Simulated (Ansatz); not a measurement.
A run for Ansatz (a program for electronic structure): R-PBE/def2-TZVPPD on CH4 (SMILES C) with ghost functions. Files ending in .json are basis or fitting sets from the Basis Set Exchange.

Ansatz 0.2 input:
```yaml
crystal:
  periodic: [false, false, false]
  atoms:
    - {symbol: C, position_ang: [0.00000000, -0.06374421, 2.42054090]}
    - {symbol: H, position_ang: [0.00000000, 1.02169396, 2.34238038]}
    - {symbol: H, position_ang: [0.88828307, -0.46131911, 1.93307194]}
    - {symbol: H, position_ang: [-0.88828307, -0.46131911, 1.93307194]}
    - {symbol: H, position_ang: [0.00000000, -0.35363606, 3.46945195]}
basis:
  gaussian:
    orbitals: def2-TZVPPD.json
    ghost_atoms:
      - {symbol: C, position_ang: [0.00000000, 0.78133572, -1.13543912]}
      - {symbol: H, position_ang: [0.00000000, 1.37465349, -2.05114442]}
      - {symbol: H, position_ang: [-0.88043002, 1.06310554, -0.55580918]}
      - {symbol: C, position_ang: [0.00000000, -0.71332890, -1.44723686]}
      - {symbol: H, position_ang: [0.88043002, 1.06310554, -0.55580918]}
      - {symbol: H, position_ang: [0.00000000, -1.30641812, -0.53140693]}
      - {symbol: H, position_ang: [-0.88100343, -0.99533072, -2.02587154]}
      - {symbol: H, position_ang: [0.88100343, -0.99533072, -2.02587154]}
hamiltonian:
  xc: {name: PBE}
scf: {lower_state_search: off}
```

The log:

```
WARN ansatz: RAYON_NUM_THREADS=2 ignored (pool sized by the plan → 2); use --threads N
Functional definition: PBE
these checks for a lower state are left out or cut short: stability, starts, cluster_reference, orbital_swaps, neighbouring_geometries, increment
integrals: 0.14 GiB planned
1034 factors; their error is unknown
mean field: 1.38 GiB planned
mean field evaluation 1: about -1093.6129 eV, gradient 5.8e1 eV
mean field evaluation 2: about -1085.3639 eV, gradient 7.4e1 eV
mean field evaluation 4: about -1101.1097 eV, gradient 2.4e-1 eV
mean field evaluation 8: about -1101.0900 eV, gradient 4.4e-1 eV
mean field evaluation 16: about -1101.0902 eV, gradient 1.5e-6 eV
mean field -1101.09019508 eV, -40.4643183236 hartree, gradient 1.5e-6 eV, S^2 0.000000; 0 other end points of the search recorded, 0 dependent functions left out
reference -1101.09022909 eV, -40.4643195733 hartree; 5, 5 occupied and 276, 276 virtual orbitals, 1034 factors
Total energy: -1101.09022909 eV, -40.4643195733 hartree
Checks for a lower state left out: stability, starts, cluster_reference, orbital_swaps, neighbouring_geometries, increment
```

The calculation finished and met its thresholds.

Cost: very roughly 4 core-seconds.
